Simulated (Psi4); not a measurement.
# OMP2/aug-cc-pVTZ (density fitting for correlation) run of SiH2 (SMILES [SiH2])

What is the vertical ionisation energy of SiH2 at OMP2/aug-cc-pVTZ (density fitting for correlation)? 

The results are computed with Psi4 1.11.

2 further runs of the same task are left out: 2 set aside as unsound or not needed.

**1. Starting point**

SiH2 has 3 atoms, charge 0, and is taken as a singlet. SMILES: `[SiH2]`. The coordinates come from a PBE0-D4/def2-TZVP relaxation.

Bond lengths: Si1–H2 1.525 Å, Si1–H3 1.525 Å. Angles: H2–Si1–H3 91.2°.

**2. The energy at OMP2/aug-cc-pVTZ (density fitting for correlation)**

job.in

```
memory 2.2 GB

molecule geom {
  Si    -0.491200     0.468600    -0.213600
  H      0.840300     0.578600     0.522500
  H     -0.349100    -1.047200    -0.308900
  symmetry c1
}

set {
  puream          true
  e_convergence   1e-09
  d_convergence   1e-08
  scf_type        pk
  num_frozen_docc 5
}

energy_value, wavefunction = energy("omp2/aug-cc-pVTZ", return_wfn=True)
print_variables()
```

Started as:

```bash
$ psi4 job.in job.out -n 1
```

job.out (excerpt; [...] marks lines left out):

```text
[...]
  Running in c1 symmetry.
[...]
  Nuclear repulsion =    9.956246036569164
[...]
  Multiplicity = 1
[...]
  Nalpha       = 8
  Nbeta        = 8
[...]
    Number of basis functions: 96
[...]
   @RHF iter   1:  -290.02021880451753   -5.78682e-01   1.27577e-03 DIIS/ADIIS
[...]
   @RHF iter   9:  -290.03046252141309   -2.84217e-12   1.99688e-09 DIIS
[...]
    Orbital Energies [Eh]
    ---------------------
    Doubly Occupied:
       1A    -68.803079     2A     -6.148076     3A     -4.250888
       4A     -4.249433     5A     -4.248811     6A     -0.673926
       7A     -0.456025     8A     -0.339776
[...]
  @RHF Final Energy:  -290.03046252141309
   => Energetics <=
    Nuclear Repulsion Energy =              9.9562460365691638
    One-Electron Energy =                -421.6333878962998938
    Two-Electron Energy =                 121.6466793383176679
    Total Energy =                       -290.0304625214130851
[...]
 Multipole Moments:
 ------------------------------------------------------------------------------------
     Multipole            Electronic (a.u.)      Nuclear  (a.u.)        Total (a.u.)
 ------------------------------------------------------------------------------------
 L = 1.  Multiply by 2.5417464519 to convert [e a0] to [Debye]
 Dipole X            :         -1.3261316            1.3986185            0.0724868
 Dipole Y            :          1.1704776           -1.2344223           -0.0639446
 Dipole Z            :          0.0000000            0.0000000            0.0000000
 Magnitude           :                                                    0.0966605
[...]
	Warning: cc_lambda option is changed to TRUE
	For this residual convergence, default PCG convergence is:     1.00e-07
[...]
	DF-MP2 Total Energy (a.u.)         :  -290.14186064204370
[...]
	DF-MP2 Total Energy (a.u.)         :  -290.14279176529811
[...]
	DF-OMP2 Total Energy (a.u.)        :  -290.14279176529573
[...]
```

Wall time 6.3 s (1 thread of Intel Xeon 6975P-C (Granite Rapids), shared host); peak memory 0.54 GiB.

**3. The doublet cation, same level**

calc.dat

```
memory 2200 MB

molecule system {
  1 2
  Si    -0.92823347     0.88552566    -0.40364550
  H      1.58793686     1.09339554     0.98738190
  H     -0.65970339    -1.97892120    -0.58373640
  units au
  symmetry c1
}

set basis aug-cc-pVTZ
set reference uhf
set puream true
set e_convergence 1e-09
set d_convergence 1e-08
set scf_type pk
set num_frozen_docc 5
set maxiter 100

result = energy('omp2')
```

Started as:

```bash
$ psi4 calc.dat calc.out -n 1
```

calc.out (excerpt; [...] marks lines left out):

```text
[...]
  Running in c1 symmetry.
[...]
  Nuclear repulsion =    9.956246047361175
[...]
  Multiplicity = 2
[...]
  Nalpha       = 8
  Nbeta        = 7
[...]
    Number of basis functions: 96
[...]
   @UHF iter   1:  -289.68032167727256   -2.38785e-01   1.88000e-03 ADIIS/DIIS
[...]
   @UHF iter  11:  -289.72123286709387   -2.98428e-11   8.53324e-09 DIIS
[...]
   @S^2 Observed:                7.609245087E-01
[...]
  @UHF Final Energy:  -289.72123286709387
   => Energetics <=
    Nuclear Repulsion Energy =              9.9562460473611747
    One-Electron Energy =                -416.4634216264671522
    Two-Electron Energy =                 116.7859427120121438
    Total Energy =                       -289.7212328670938177
  UHF NO Occupations:
  HONO-2 :    6  A 1.9980788
  HONO-1 :    7  A 1.9964606
[...]
 Multipole Moments:
 ------------------------------------------------------------------------------------
     Multipole            Electronic (a.u.)      Nuclear  (a.u.)        Total (a.u.)
 ------------------------------------------------------------------------------------
 L = 1.  Multiply by 2.5417464519 to convert [e a0] to [Debye]
 Dipole X            :         -1.5152553            1.3986185           -0.1166369
 Dipole Y            :          1.3373695           -1.2344223            0.1029473
 Dipole Z            :          0.0000000            0.0000000            0.0000000
 Magnitude           :                                                    0.1555709
[...]
	Warning: cc_lambda option is changed to TRUE
	For this residual convergence, default PCG convergence is:     1.00e-07
[...]
	DF-SCS-MP2 Total Energy (a.u.)     :  -289.80903024464851
	DF-SOS-MP2 Total Energy (a.u.)     :  -289.81380500676607
[...]
	DF-SCS-OMP2 Total Energy (a.u.)    :  -289.81011075840058
	DF-SOS-OMP2 Total Energy (a.u.)    :  -289.80762083886151
	DF-SCS(N)-OMP2 Total Energy (a.u.) :  -289.73337877369119
[...]
	DF-OMP2 Total Energy (a.u.)        :  -289.80052579075249
[...]
```

It took 11 s on 1 thread of Intel Xeon 6975P-C (Granite Rapids), shared host; peak memory 0.54 GiB.

**4. What came out**

At OMP2/aug-cc-pVTZ (density fitting for correlation), 5 core orbitals frozen:

```
                                                                  quantity          value
                                                singlet SiH2: total energy  -290.14279 Eh
                         singlet SiH2: HOMO energy (Hartree–Fock orbitals)       -9.25 eV
                         singlet SiH2: LUMO energy (Hartree–Fock orbitals)       -0.08 eV
                       singlet SiH2: HOMO–LUMO gap (Hartree–Fock orbitals)        9.16 eV
                 singlet SiH2: correlation energy (5 core orbitals frozen)     -112.3 mEh
                                              doublet cation: total energy  -289.80053 Eh
doublet cation: HOMO energy (Hartree–Fock orbitals) (highest over α and β)      -19.11 eV
 doublet cation: LUMO energy (Hartree–Fock orbitals) (lowest over α and β)       -7.72 eV
               doublet cation: correlation energy (5 core orbitals frozen)      -79.3 mEh
                         doublet cation: ⟨S²⟩ of the reference determinant          0.761
                        vertical ionisation energy (to the doublet cation)       9.314 eV
```

**Reading.** The vertical ionisation energy comes to 9.31 eV (215 kcal/mol).
